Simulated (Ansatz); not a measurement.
BH2(vinyl) (C2H5B). The state is a triplet with charge 0. Geometry r2SCAN-D4/def2-TZVP, that of the neutral singlet.

```xyz
8

B     0.654   -0.823    0.745
H     0.516   -1.573    1.667
H     1.734   -0.697    0.245
C    -0.521   -0.011    0.181
C    -0.345    0.828   -0.852
H    -1.524   -0.090    0.599
H     0.636    0.944   -1.306
H    -1.150    1.420   -1.280
```

At PBE0-D4/def2-TZVP a singlet of charge 0 lies 3.50 eV below the triplet at the same geometry.

Question: Estimate the α-spin orbital energies around the gap (eV) in Ansatz with PBE-D4/def2-TZVP, r2SCAN-D4/def2-TZVP, PBE0-D4/def2-TZVP.

Answer: 
| orbital | PBE-D4/def2-TZVP | r2SCAN-D4/def2-TZVP | PBE0-D4/def2-TZVP |
| --- | --- | --- | --- |
| HOMO−5 | -11.56 | -12.00 | -13.26 |
| HOMO−4 | -10.09 | -10.48 | -11.67 |
| HOMO−3 | -9.25 | -9.83 | -10.77 |
| HOMO−2 | -8.12 | -8.42 | -9.57 |
| HOMO−1 | -7.38 | -7.70 | -8.85 |
| HOMO | -4.10 | -4.39 | -5.06 |
| LUMO | -0.97 | -0.85 | -0.11 |
| LUMO+1 | 0.61 | 1.44 | 1.42 |
| LUMO+2 | 1.19 | 2.03 | 1.99 |
| LUMO+3 | 1.61 | 2.42 | 2.34 |
| LUMO+4 | 2.25 | 3.17 | 2.91 |
| LUMO+5 | 2.83 | 3.64 | 3.63 |
| β HOMO | -7.30 | -7.64 | -8.78 |
| β LUMO | -6.85 | -6.21 | -5.41 |
